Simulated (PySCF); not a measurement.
Molecule: SMILES C=C=C(C)CF, C5H7F.

Molfile (atoms numbered from 1):
```
C5H7F
     RDKit          3D

 13 12  0  0  0  0  0  0  0  0999 V2000
    2.2902   -0.4962   -0.4276 C   0  0  0  0  0  0  0  0  0  0  0  0
    1.0011   -0.3852   -0.2388 C   0  0  0  0  0  0  0  0  0  0  0  0
   -0.2950   -0.2645   -0.0623 C   0  0  0  0  0  0  0  0  0  0  0  0
   -1.2480   -1.4248   -0.1070 C   0  0  0  0  0  0  0  0  0  0  0  0
   -0.8970    1.0900    0.1870 C   0  0  0  0  0  0  0  0  0  0  0  0
   -1.6745    1.0673    1.3226 F   0  0  0  0  0  0  0  0  0  0  0  0
    2.9719   -0.6930    0.4076 H   0  0  0  0  0  0  0  0  0  0  0  0
    2.7315   -0.3985   -1.4260 H   0  0  0  0  0  0  0  0  0  0  0  0
   -1.8222   -1.4704    0.8312 H   0  0  0  0  0  0  0  0  0  0  0  0
   -1.9745   -1.2967   -0.9275 H   0  0  0  0  0  0  0  0  0  0  0  0
   -0.7217   -2.3770   -0.2501 H   0  0  0  0  0  0  0  0  0  0  0  0
   -0.1149    1.8565    0.2998 H   0  0  0  0  0  0  0  0  0  0  0  0
   -1.5515    1.3714   -0.6596 H   0  0  0  0  0  0  0  0  0  0  0  0
  1  2  2  0
  2  3  2  0
  3  4  1  0
  3  5  1  0
  5  6  1  0
  1  7  1  0
  1  8  1  0
  4  9  1  0
  4 10  1  0
  4 11  1  0
  5 12  1  0
  5 13  1  0
M  END
```

Spin–spin couplings on one PBE0-D3(BJ)/def2-SVP geometry, PySCF 2.14, gas phase, non-relativistic, equivalent pairs averaged (spin–dipole term only in couplings to heteroatoms); isotopes 13C, 19F, 1H; basis pcJ-1.

Problem. How do the couplings (Hz) change with the functional? Times are CPU seconds on 1 thread of an Arm Neoverse V1, shared host.

Solution. 
```tsv
functional	functions	1J(C5,F6)	1J(C1,H7)	1J(C5,H12)	1J(C4,H9)	1J(C2,C3)	1J(C1,C2)	1J(C3,C5)	core-s
LDA	232	-251.8	138.0	119.4	103.5	92.3	87.8	32.4	20
PBE	232	-264.0	163.8	143.2	124.5	103.8	100.5	43.2	27
KT2	232	-260.3	177.6	152.4	131.2	90.0	87.0	34.2	30
PBE0	232	-233.1	170.6	149.0	128.8	110.3	107.0	50.2	33
B97-2	232	-226.8	163.0	142.4	122.9	108.0	105.9	48.6	31
BHandHLYP	232	-198.9	196.1	169.8	147.1	127.7	125.5	63.6	35
CAM-B3LYP	232	-222.8	177.4	154.5	133.9	111.5	108.8	51.6	45
``` Left out for a near triplet instability: HF/pcJ-1.
